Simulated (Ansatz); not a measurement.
Geometry optimisation, Ansatz, RKS PBE0/def2-SVP.

input.yaml

```yaml
crystal:
  periodic: [false, false, false]
  atoms:
    - { symbol: Si, position_ang: [0.234788, -0.070117, 0.218988] }
    - { symbol: C, position_ang: [0.539063, -0.107655, 2.07023] }
    - { symbol: H, position_ang: [-0.202468, -0.725319, 2.591263] }
    - { symbol: H, position_ang: [1.537917, -0.51732, 2.303752] }
    - { symbol: H, position_ang: [0.489133, 0.908168, 2.488434] }
    - { symbol: H, position_ang: [1.554692, -0.204751, -0.480489] }
    - { symbol: H, position_ang: [-0.385149, 1.202628, -0.259355] }
    - { symbol: H, position_ang: [-0.626781, -1.207835, -0.214196] }
    - { symbol: Si, position_ang: [-3.020408, 0.588168, 1.086466] }
    - { symbol: H, position_ang: [-3.2394, -0.333038, -0.068144] }
    - { symbol: H, position_ang: [-4.104507, 0.363828, 2.098294] }
    - { symbol: H, position_ang: [-3.087807, 1.999865, 0.607105] }
    - { symbol: H, position_ang: [-1.714073, 0.324277, 1.712654] }
basis:
  gaussian: { orbitals: def2-SVP }
hamiltonian:
  xc: pbe0
relax:
  f_tol: 0.03
  max_steps: 50
output:
  orbitals: {}
```

Run as:

```bash
$ ansatz run input.yaml --threads 2 --pin off --max-ram 3072MiB --backend cpu --events-out ev --progress --plain --runs-dir out
```

Q: Where does it end, and by what steps?

A: The run converged. The force dipped under the threshold on the way, but the program's further checks kept it going. After 11 steps the energy has fallen by 0.282 eV; H13 moved furthest, 1.04 Å.

```csv
step,energy less start (eV),largest force component (eV/Å),accepted
0,0.0000,0.723,yes
1,-0.1411,0.128,yes
2,-0.1956,0.093,yes
3,-0.2232,0.185,yes
4,-0.2459,0.325,yes
5,-0.2732,0.065,yes
6,-0.2777,0.027,yes
7,-0.2794,0.097,yes
8,-0.2804,0.042,yes
9,-0.2809,0.003,yes
10,-0.2814,0.023,yes
11,-0.2817,0.024,yes
```

```xyz
13
Properties=species:S:1:pos:R:3
Si 0.497 -0.128 0.237
C 1.024 -0.136 2.041
H 0.155 -0.279 2.702
H 1.740 -0.950 2.237
H 1.505 0.816 2.314
H 1.678 0.067 -0.662
H -0.472 0.982 -0.027
H -0.164 -1.418 -0.132
Si -3.596 0.655 1.087
H -3.479 -0.246 -0.097
H -4.991 0.597 1.617
H -3.273 2.056 0.688
H -2.648 0.205 2.151
```

Whether the end is a true minimum wasn't checked by a vibrational analysis.

The run took 20 s on 2 threads of Arm Neoverse V2 (shared host), peak memory 0.2 GiB.
